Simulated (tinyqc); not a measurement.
UKS/PBE in the sto-6g basis, for CH2, spin multiplicity 3, step by step (part 2 of 2). Computed by tinyqc, a small Python program that keeps every step (integrals from PySCF). Command: `OMP_NUM_THREADS=1 python tinyqc.py 29404 29405 out.jsonl` (the two numbers bound the seeds that draw the settings). One thread of a shared host (Intel(R) Xeon(R) Processor @ 2.60GHz), about 6 s of CPU time with the checks.

Geometry (angstrom):
```
atom       x        y       z
C     0.0000   0.0000  0.0000
H     0.0000   0.9340  0.4910
H     0.0000  -0.9280  0.4880
```

## Iteration 2: DIIS over 2 matrices

error matrix X^T (FDS - SDF) X (alpha):
```
         1        2        3       4        5        6        7
1   0.0000  -0.0001  -0.1461  0.0000   0.2301  -0.0184   0.3740
2   0.0001   0.0000  -0.0051  0.0000   0.0080   0.4981   0.0108
3   0.1461   0.0051   0.0000  0.0000   0.0185   0.0002  -0.0040
4   0.0000   0.0000   0.0000  0.0000   0.0000   0.0000   0.0000
5  -0.2301  -0.0080  -0.0185  0.0000   0.0000   0.0002   0.0538
6   0.0184  -0.4981  -0.0002  0.0000  -0.0002   0.0000  -0.0002
7  -0.3740  -0.0108   0.0040  0.0000  -0.0538   0.0002   0.0000
```

B (overlaps of the stored error matrices):
```
                1               2
1   1.2233096e-01  -2.0720867e-01
2  -2.0720867e-01   1.3751630e+00
```

Minimise |sum c_i e_i|^2 with sum c_i = 1: solve [B -1; -1 0][c; lambda] = [0; -1] with B_ij = tr e_i^T e_j summed over both spins, and take F = sum c_i F_i.

DIIS coefficients: 0.8276  0.1724

extrapolated F(alpha) (hartree), lower triangle:
```
           1C 1s    1C 2s   1C 2px   1C 2py   1C 2pz    2H 1s    3H 1s
1C 1s   -13.4732
1C 2s    -3.1216  -1.7958
1C 2px    0.0000   0.0000  -0.8033
1C 2py    0.0004   0.0013   0.0000  -0.8665
1C 2pz   -0.0347  -0.1366   0.0000   0.0003  -0.7529
2H 1s    -0.9064  -0.7586   0.0000  -0.3535  -0.2188  -0.4136
3H 1s    -0.9203  -0.7675   0.0000   0.3570  -0.2207  -0.2372  -0.4241
```

extrapolated F(beta) (hartree), lower triangle:
```
           1C 1s    1C 2s   1C 2px   1C 2py   1C 2pz    2H 1s    3H 1s
1C 1s   -13.4283
1C 2s    -3.0927  -1.6672
1C 2px    0.0000   0.0000  -0.6274
1C 2py    0.0003   0.0022   0.0000  -0.7039
1C 2pz   -0.0321  -0.1285   0.0000   0.0007  -0.7062
2H 1s    -0.8981  -0.7112   0.0000  -0.3169  -0.2095  -0.3783
3H 1s    -0.9119  -0.7200   0.0000   0.3209  -0.2116  -0.2267  -0.3888
```

## Iteration 2: diagonalisation and new density

X:
```
              1        2        3       4        5        6        7
1C 1s   -0.2723  -0.0114   0.7979  0.0000  -0.5791   0.0009   0.1722
1C 2s    1.3402   0.0456  -0.2902  0.0000  -0.2471   0.0022   0.4460
1C 2px   0.0000   0.0000   0.0000  1.0000   0.0000   0.0000   0.0000
1C 2py  -0.0480   1.1693   0.0004  0.0000  -0.0009   0.6057  -0.0026
1C 2pz   0.5436   0.0190   0.6013  0.0000   0.7110   0.0012   0.1743
2H 1s   -0.8547  -0.9668  -0.1566  0.0000   0.1193   0.3808   0.3589
3H 1s   -0.9338   0.9047  -0.1558  0.0000   0.1190  -0.3760   0.3629
```

D(alpha) after iteration 1, lower triangle:
```
          1C 1s    1C 2s  1C 2px   1C 2py   1C 2pz   2H 1s   3H 1s
1C 1s    1.0691
1C 2s   -0.3006   1.2766
1C 2px   0.0000   0.0000  1.0000
1C 2py   0.0001  -0.0009  0.0000   1.1726
1C 2pz  -0.0196   0.1102  0.0000  -0.0003   1.0545
2H 1s    0.0319  -0.1129  0.0000  -0.1123  -0.0687  0.0241
3H 1s    0.0321  -0.1135  0.0000   0.1123  -0.0686  0.0026  0.0242
```

D(beta) after iteration 1, lower triangle:
```
          1C 1s    1C 2s  1C 2px   1C 2py   1C 2pz   2H 1s   3H 1s
1C 1s    1.0682
1C 2s   -0.2927   1.2213
1C 2px   0.0000   0.0000  0.0000
1C 2py   0.0017  -0.0080  0.0000   0.0001
1C 2pz  -0.0166   0.0904  0.0000  -0.0025   1.0476
2H 1s    0.0260  -0.0814  0.0000   0.0006  -0.0585  0.0081
3H 1s    0.0264  -0.0827  0.0000   0.0006  -0.0587  0.0082  0.0083
```

overlap S, lower triangle:
```
         1C 1s   1C 2s  1C 2px   1C 2py  1C 2pz   2H 1s   3H 1s
1C 1s   1.0000
1C 2s   0.2432  1.0000
1C 2px  0.0000  0.0000  1.0000
1C 2py  0.0000  0.0000  0.0000   1.0000
1C 2pz  0.0000  0.0000  0.0000   0.0000  1.0000
2H 1s   0.0698  0.5115  0.0000   0.4238  0.2228  1.0000
3H 1s   0.0709  0.5155  0.0000  -0.4257  0.2239  0.1491  1.0000
```

A level shift of 0.2 hartree raises the virtual space: F + shift (S - S D(s) S), with D(s) the density of one spin. Diagonalise F' = X^T F X, C = X C', fill 5 alpha and 3 beta electrons from the bottom; D(s) = C_occ C_occ^T. Each column has its largest component positive (the first on a tie).

F' = X^T F X (alpha) (hartree), lower triangle:
```
         1        2        3        4        5        6        7
1  -0.0647
2  -0.0138   0.2076
3   0.9661   0.0457  -7.1676
4   0.0000   0.0000   0.0000  -0.8033
5  -0.8072  -0.0385   5.5977   0.0000  -5.5715
6   0.0160  -0.4794  -0.0130   0.0000   0.0113  -0.6518
7  -0.2626  -0.0046  -2.9264   0.0000   2.5848  -0.0036  -2.1840
```

orbital energies (alpha) (hartree): MO1 -13.4759, MO2 -1.1871, MO3 -0.8660, MO4 -0.8033, MO5 -0.7118, MO6 0.3863, MO7 0.4225

coefficients C (alpha):
```
            MO1      MO2      MO3     MO4      MO5      MO6      MO7
1C 1s    1.0038  -0.2352  -0.0009  0.0000   0.0668   0.0920   0.0019
1C 2s   -0.0195   1.0591   0.0042  0.0000  -0.2923  -0.9666  -0.0245
1C 2px   0.0000   0.0000   0.0000  1.0000   0.0000   0.0000   0.0000
1C 2py   0.0000  -0.0044   1.0302  0.0000  -0.0005  -0.0100   0.8215
1C 2pz   0.0000   0.3286   0.0020  0.0000   0.9607  -0.4030  -0.0099
2H 1s    0.0057  -0.0731  -0.0369  0.0000  -0.0139   0.9967  -0.9887
3H 1s    0.0057  -0.0736   0.0358  0.0000  -0.0136   0.9665   1.0300
```

F' = X^T F X (beta) (hartree), lower triangle:
```
         1        2        3        4        5        6        7
1   0.0141
2  -0.0157   0.3583
3   0.9552   0.0450  -7.1220
4   0.0000   0.0000   0.0000  -0.4274
5  -0.8160  -0.0389   5.6043   0.0000  -5.5253
6   0.0111  -0.3082  -0.0133   0.0000   0.0112  -0.3955
7  -0.1985  -0.0022  -2.9333   0.0000   2.5670  -0.0031  -2.1070
```

orbital energies (beta) (hartree): MO1 -13.4315, MO2 -1.0609, MO3 -0.6619, MO4 -0.5055, MO5 -0.4274, MO6 0.4133, MO7 0.4690

coefficients C (beta):
```
            MO1      MO2      MO3      MO4     MO5      MO6      MO7
1C 1s    1.0042  -0.2285   0.0754  -0.0016  0.0000  -0.0977   0.0014
1C 2s   -0.0216   1.0208  -0.3313   0.0075  0.0000   0.9949  -0.0194
1C 2px   0.0000   0.0000   0.0000   0.0000  1.0000   0.0000   0.0000
1C 2py   0.0000  -0.0067   0.0009   0.9637  0.0000   0.0066   0.8987
1C 2pz  -0.0005   0.3550   0.9480   0.0018  0.0000   0.4106  -0.0077
2H 1s    0.0064  -0.0477  -0.0131   0.0411  0.0000  -0.9930  -0.9939
3H 1s    0.0064  -0.0478  -0.0128  -0.0424  0.0000  -0.9736   1.0246
```

D(alpha) after iteration 2, lower triangle:
```
          1C 1s    1C 2s  1C 2px   1C 2py   1C 2pz   2H 1s   3H 1s
1C 1s    1.0674
1C 2s   -0.2882   1.2076
1C 2px   0.0000   0.0000  1.0000
1C 2py   0.0001  -0.0002  0.0000   1.0614
1C 2pz  -0.0131   0.0672  0.0000   0.0001   1.0310
2H 1s    0.0220  -0.0736  0.0000  -0.0377  -0.0374  0.0069
3H 1s    0.0221  -0.0739  0.0000   0.0372  -0.0372  0.0043  0.0069
```

D(beta) after iteration 2, lower triangle:
```
          1C 1s    1C 2s  1C 2px   1C 2py   1C 2pz   2H 1s   3H 1s
1C 1s    1.0664
1C 2s   -0.2799   1.1523
1C 2px   0.0000   0.0000  0.0000
1C 2py   0.0016  -0.0072  0.0000   0.0000
1C 2pz  -0.0101   0.0483  0.0000  -0.0015   1.0248
2H 1s    0.0163  -0.0444  0.0000   0.0003  -0.0293  0.0025
3H 1s    0.0164  -0.0447  0.0000   0.0003  -0.0291  0.0025  0.0025
```

## Iteration 19 (converged): orbitals

converged F(alpha) (hartree), lower triangle:
```
          1C 1s    1C 2s   1C 2px   1C 2py   1C 2pz    2H 1s    3H 1s
1C 1s   -9.8027
1C 2s   -2.5659  -1.1465
1C 2px   0.0000   0.0000  -0.1144
1C 2py   0.0001   0.0011   0.0000  -0.2127
1C 2pz  -0.0028  -0.0503   0.0000   0.0006  -0.1475
2H 1s   -0.7370  -0.5494   0.0000  -0.2446  -0.1394  -0.3494
3H 1s   -0.7483  -0.5551   0.0000   0.2462  -0.1402  -0.1830  -0.3542
```

converged F(beta) (hartree), lower triangle:
```
          1C 1s    1C 2s  1C 2px   1C 2py   1C 2pz    2H 1s    3H 1s
1C 1s   -9.7724
1C 2s   -2.5477  -1.0213
1C 2px   0.0000   0.0000  0.0552
1C 2py   0.0001   0.0012  0.0000  -0.1563
1C 2pz  -0.0085  -0.1091  0.0000   0.0006   0.0015
2H 1s   -0.7328  -0.5181  0.0000  -0.2362  -0.1423  -0.3407
3H 1s   -0.7440  -0.5234  0.0000   0.2377  -0.1431  -0.1751  -0.3452
```

Diagonalise F' = X^T F X, C = X C', fill 5 alpha and 3 beta electrons from the bottom; D(s) = C_occ C_occ^T. Each column has its largest component positive (the first on a tie).

F' = X^T F X (alpha) (hartree), lower triangle:
```
         1        2        3        4        5        6        7
1   0.3118
2  -0.0108   0.4879
3   0.5139   0.0258  -4.8909
4   0.0000   0.0000   0.0000  -0.1144
5  -0.3122  -0.0176   4.2270   0.0000  -3.9390
6  -0.0010   0.0300  -0.0090   0.0000   0.0085  -0.3514
7   0.0709   0.0055  -2.1981   0.0000   2.0397  -0.0042  -1.6398
```

orbital energies (alpha) (hartree): MO1 -9.8071, MO2 -0.5678, MO3 -0.3524, MO4 -0.1683, MO5 -0.1144, MO6 0.3845, MO7 0.4896

coefficients C (alpha):
```
            MO1      MO2      MO3      MO4     MO5      MO6      MO7
1C 1s    0.9938  -0.2252  -0.0010   0.0967  0.0000  -0.1676   0.0056
1C 2s    0.0290   0.7136   0.0048  -0.4888  0.0000   1.1797  -0.0451
1C 2px   0.0000   0.0000   0.0000   0.0000  1.0000   0.0000   0.0000
1C 2py  -0.0001  -0.0027   0.5636   0.0002  0.0000   0.0358   1.1906
1C 2pz   0.0038   0.0992  -0.0004   0.8500  0.0000   0.6786  -0.0235
2H 1s   -0.0079   0.2449   0.4130   0.2059  0.0000  -0.9568  -0.8885
3H 1s   -0.0080   0.2490  -0.4101   0.2047  0.0000  -0.9035   0.9558
```

F' = X^T F X (beta) (hartree), lower triangle:
```
         1        2        3       4        5        6        7
1   0.3715
2  -0.0102   0.5300
3   0.4942   0.0250  -4.7951
4   0.0000   0.0000   0.0000  0.0552
5  -0.3215  -0.0180   4.3063  0.0000  -3.8206
6  -0.0022   0.0671  -0.0090  0.0000   0.0084  -0.3227
7   0.1243   0.0074  -2.2149  0.0000   2.0156  -0.0042  -1.5912
```

orbital energies (beta) (hartree): MO1 -9.7763, MO2 -0.5010, MO3 -0.3279, MO4 0.0094, MO5 0.0552, MO6 0.4318, MO7 0.5359

coefficients C (beta):
```
            MO1      MO2      MO3      MO4     MO5      MO6      MO7
1C 1s    0.9943  -0.2027  -0.0010   0.1264  0.0000  -0.1738   0.0061
1C 2s    0.0270   0.5912   0.0043  -0.6047  0.0000   1.1935  -0.0470
1C 2px   0.0000   0.0000   0.0000   0.0000  1.0000   0.0000   0.0000
1C 2py  -0.0001  -0.0031   0.5127  -0.0008  0.0000   0.0381   1.2133
1C 2pz   0.0043   0.1636   0.0009   0.8118  0.0000   0.7121  -0.0251
2H 1s   -0.0074   0.3131   0.4527   0.2024  0.0000  -0.9368  -0.8697
3H 1s   -0.0075   0.3186  -0.4478   0.2016  0.0000  -0.8828   0.9380
```

D(alpha) after iteration 19, lower triangle:
```
          1C 1s    1C 2s  1C 2px   1C 2py  1C 2pz    2H 1s   3H 1s
1C 1s    1.0478
1C 2s   -0.1792   0.7489
1C 2px   0.0000   0.0000  1.0000
1C 2py   0.0000   0.0007  0.0000   0.3177
1C 2pz   0.0637  -0.3446  0.0000  -0.0003  0.7324
2H 1s   -0.0435   0.0759  0.0000   0.2321  0.1991   0.2730
3H 1s   -0.0438   0.0755  0.0000  -0.2318  0.1988  -0.0662  0.2722
```

D(beta) after iteration 19, lower triangle:
```
          1C 1s   1C 2s  1C 2px   1C 2py  1C 2pz    2H 1s   3H 1s
1C 1s    1.0297
1C 2s   -0.0930  0.3502
1C 2px   0.0000  0.0000  0.0000
1C 2py   0.0001  0.0004  0.0000   0.2628
1C 2pz  -0.0289  0.0968  0.0000   0.0000  0.0268
2H 1s   -0.0713  0.1868  0.0000   0.2311  0.0516   0.3030
3H 1s   -0.0716  0.1862  0.0000  -0.2305  0.0517  -0.1029  0.3021
```

## Convergence

Stop when the energy changes by less than 1e-10 hartree and every element of the error matrix X^T (F D S - S D F) X (for each spin) is below 3e-06.

Course of the cycle:
```
iteration  E (hartree)     change  largest element of the error matrix
1           -11.884718          -                             1.63e-01
2           -37.740611  -2.59e+01                             4.98e-01
3           -37.879780  -1.39e-01                             4.81e-01
4           -38.081659  -2.02e-01                             4.38e-01
5           -38.456679  -3.75e-01                             2.45e-01
6           -38.516712  -6.00e-02                             2.44e-01
7           -38.691983  -1.75e-01                             2.25e-01
8           -38.568299   1.24e-01                             3.40e-01
9           -38.552750   1.55e-02                             3.57e-01
10          -38.960151  -4.07e-01                             5.02e-02
11          -38.963333  -3.18e-03                             4.67e-02
12          -38.966618  -3.29e-03                             2.31e-02
13          -38.967694  -1.08e-03                             2.57e-03
14          -38.967720  -2.57e-05                             3.65e-04
15          -38.967721  -1.12e-06                             1.08e-04
16          -38.967721  -9.69e-08                             2.94e-05
17          -38.967721  -8.29e-09                             9.34e-06
18          -38.967721  -8.05e-10                             3.50e-06
19          -38.967721  -8.88e-11                             1.30e-06
```

PySCF UKS in the same basis, fine grid, after a stability check = -38.965331 hartree

Converged in 19 iterations. The coarse grid moves the energy by -2.39e-03 hartree.

## Populations, bond orders and dipole

Mulliken: Z minus the diagonal of D S on the atom; Loewdin: the same with S^(1/2) D S^(1/2); Mayer order: 2 sum_s sum (D(s) S)_ij (D(s) S)_ji over the two atoms.

Charges (e):
```
atom  Mulliken  Loewdin  Mulliken spin
1C     -0.1421  -0.0791         2.0921
2H      0.0707   0.0395        -0.0460
3H      0.0714   0.0396        -0.0461
```

Mayer bond orders:
```
pair   order
2-1   0.9833
3-1   0.9832
3-2   0.0096
```

dipole moment about the origin, x y z (debye): 0.0000  0.0003  0.3382

<S^2> of the determinant (pure state: 2) = 2.0043
